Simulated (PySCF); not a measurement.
Geometries of 2 isomers of C4H6O, from PBE0-D3(BJ)/def2-SVP geometry optimisation, gas phase (PySCF). One conformer each, no zero-point energy, no frequencies.

Task: Which is lower in electronic energy at this level?
A.
```xyz
11
angstrom
O     -1.233    0.038    1.334
C     -1.005    0.461    0.030
C      0.305    1.045   -0.324
C      1.160   -0.157   -0.092
C     -0.095   -0.273   -0.896
H     -1.767   -0.762    1.290
H     -1.877    0.938   -0.445
H      0.545    1.985   -0.820
H      1.191   -0.596    0.912
H      2.105   -0.201   -0.645
H     -0.237   -0.574   -1.934
```
B.
```xyz
11
angstrom
C     -2.256    0.692    0.055
C     -1.181   -0.089    0.138
O      0.074    0.388   -0.028
C      1.112   -0.476    0.014
C      2.373   -0.083   -0.154
H     -2.163    1.759   -0.154
H     -3.247    0.261    0.199
H     -1.247   -1.164    0.346
H      0.839   -1.523    0.200
H      2.617    0.965   -0.339
H      3.177   -0.817   -0.105
```

Result: B. That is vinyl ether, `C=COC=C`, 8.7 kcal/mol below the other.

```
                SMILES                  atoms numbered as above      E (Eh)  relative (kcal/mol)  relative (kJ/mol)  dipole (D)
               C=COC=C        [CH2:1]=[CH:2][O:3][CH:4]=[CH2:5]  -230.76042                  0.0                0.0        1.34
O[C@H]1[C@H]2C[C@@H]12  [OH:1][C@H:2]1[C@H:3]2[CH2:4][C@@H:5]12  -230.74648                  8.7               36.6        1.85
```

As drawn, the lower has a C=C bond outside aromatic rings, which the higher lacks; the higher has a three-membered ring and an O–H bond, which the lower lacks.
